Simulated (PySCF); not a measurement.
F₃N, charge +1, multiplicity 2. Atoms are numbered in the order given.

```xyz
4

F      1.0880     0.6281    -0.0706
N      0.0000     0.0000     0.2724
F     -1.0880     0.6281    -0.0706
F      0.0000    -1.2563    -0.0706
```
Charge +1, spin multiplicity 2.

Coordinates come from a PBE-D3(BJ)/def2-TZVP optimisation. The spin state was assumed, not searched.

Calculation: PySCF with r2SCAN/def2-TZVPD.

Mulliken values depend strongly on the basis, most of all with diffuse functions as here. ESP charges are fitted to the potential on shells at 1.4 to 2.0 van der Waals radii. Atomic charges (e):

```
atom  meta-Löwdin  ESP fit  Mulliken  Mulliken spin
----  -----------  -------  --------  -------------
F1              …     0.19      0.08           0.13
N2              …     0.44      0.75           0.61
F3              …     0.19      0.08           0.13
F4              …     0.19      0.08           0.13
```

Q: What belongs in the gaps? (The exact figures need the calculation; the answer reports its results.)

A: 
- F1, meta-Löwdin: 0.05
- N2, meta-Löwdin: 0.85
- F3, meta-Löwdin: 0.05
- F4, meta-Löwdin: 0.05
